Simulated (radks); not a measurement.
**C⁴⁺ in 1s1 2s1: an all-electron calculation**

Wanted: eigenvalues, radial structure and energy terms of the carbon ion C4+.

Program: radks (a radial shooting solver on a logarithmic mesh, Libxc functionals) version 1. Level of theory: non-relativistic Kohn-Sham, PW91, spin-polarised, spherical densities, point nucleus; open shells are filled with parallel spins first. These are calculated values, not measurements, unless marked.

### 1 The atom as given

* element: carbon (Z = 6)
* charge: +4
* electrons: 2
* configuration: 1s1 2s1

The outer shells:

C⁴⁺
```
1s [↑ ]
2s [↑ ]
```

### 2 The calculation

Settings of this run:

```text
Z 6
configuration 1s1 2s1
relativity non-relativistic
functional pw91,pw91
spin polarised
nucleus point
```

On the command line:

```console
python run_ks.py task.json out
```

All runs below come from this command, one after another.

**Question.** What will this run give?

As calculated:

```
                        quantity                   value
                    total energy       -21.42053 hartree
exchange-correlation share of it                 11.12 %
                            −T/E                  0.9993
          highest occupied level       2s up, -85.299 eV
    most extended occupied level  2s up, <r> = 1.10 bohr
 radius at density 0.001 e/bohr³               2.21 bohr
    maxima of the radial density                       2
```

2 principal shells are occupied and 2 maxima appear in the radial density. −T/E = 0.9993, near the virial value of 1. This is not the tabulated ground configuration, so its levels and sizes aren't those of the ground state, and no measured value stands beside it.
